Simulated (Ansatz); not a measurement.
# BCl2 (doublet): wave-function methods side by side at distance B1–Cl2 = 1.409 Å, cc-pVDZ

Aim: climb from Hartree-Fock through coupled cluster and multireference methods for BCl2 (doublet) at one geometry and basis, and see what each rung misses.

Method: cc-pVDZ, correlated electrons: outside noble gas; program: Ansatz 0.2.0, Gaussian basis.

The runs, in order: UHF; CCSD(T) on ROHF; CCSD(T) on UHF; BCCD(T) on ROHF; CISD; CCSDT(Q) on ROHF; CCSDT(Q) on UHF; CASSCF and MRCISD+Q, 3 electrons in 3 orbitals; CASSCF and NEVPT2, 3 electrons in 3 orbitals.

## Step 1: The geometry

The geometry derives from a PBE0/def2-TZVP stationary point (not a proven minimum). One bond is set to the value named and the two fragments are kept rigid.

3 atoms, charge 0, spin multiplicity 2.

Atoms are counted from 1 here; the program's logs count them from 0.

Bond lengths: B1–Cl2 1.409 Å, B1–Cl3 1.720 Å. Angles: Cl2–B1–Cl3 125.4°.

In the tables R marks a restricted open-shell determinant and U an unrestricted one; 'pair' is the active space of 3 electrons in 3 orbitals; correlation energies count from the lowest restricted Hartree-Fock solution.

## Step 2: UHF

in.yaml

```yaml
crystal:
  periodic: [false, false, false]
  atoms:
    - {symbol: B, position_ang: [0.000000, -0.622255, -0.119911]}
    - {symbol: Cl, position_ang: [0.000000, 0.023601, -1.372169]}
    - {symbol: Cl, position_ang: [0.000000, 0.166149, 1.408735]}
basis:
  gaussian: {orbitals: cc-pVDZ}
magnetization: {spin_polarized: true, initial_magnetization: 1}
hamiltonian: {xc: hf}
output: {orbitals: {seedname: orbitals}}
```

Started as:

```bash
$ ansatz run in.yaml --threads 1 --pin off --events-out ev --progress --plain --max-ram 2393MiB
```

Further steps of the session: CCSD(T) on ROHF; CCSD(T) on UHF; BCCD(T) on ROHF; CISD; CCSDT(Q) on ROHF; CCSDT(Q) on UHF; CASSCF and MRCISD+Q, 3 electrons in 3 orbitals; CASSCF and NEVPT2, 3 electrons in 3 orbitals.

Before running them: what should the planned runs give, taken together? Wanted: correlation energy, UCCSDT(Q); RMP2 from UCCSDT(Q); UMP2 from UCCSDT(Q); RCCSD from UCCSDT(Q); RCCSD(T) from UCCSDT(Q); UCCSD(T) from UCCSDT(Q); RCCSDT(Q) from UCCSDT(Q); NEVPT2 pair from UCCSDT(Q); T1 diagnostic.

The runs gave:

```
                                      quantity                                                   value
                 correlation energy, UCCSDT(Q)                                             -10.0096 eV
                           RMP2 from UCCSDT(Q)                                              +989.9 meV
                           UMP2 from UCCSDT(Q)                                              +992.6 meV
                          RCCSD from UCCSDT(Q)                                              +286.1 meV
                       RCCSD(T) from UCCSDT(Q)                                               +38.4 meV
                       UCCSD(T) from UCCSDT(Q)                                               +38.5 meV
                      RCCSDT(Q) from UCCSDT(Q)                                                +1.5 meV
                    NEVPT2 pair from UCCSDT(Q)                                             +1020.9 meV
levels of the table within 1 kcal/mol (43 meV)  RCCSD(T), UCCSD(T), BCCD(T), RCCSDT, UCCSDT, RCCSDT(Q)
                                 T1 diagnostic                                                   0.015
```

**Reading.** RCCSD(T) misses by +38.4 meV, 0.4 % of the correlation energy. These misses are within one basis, not against nature; the frozen cores of restricted and unrestricted runs differ, which can shift their rows.
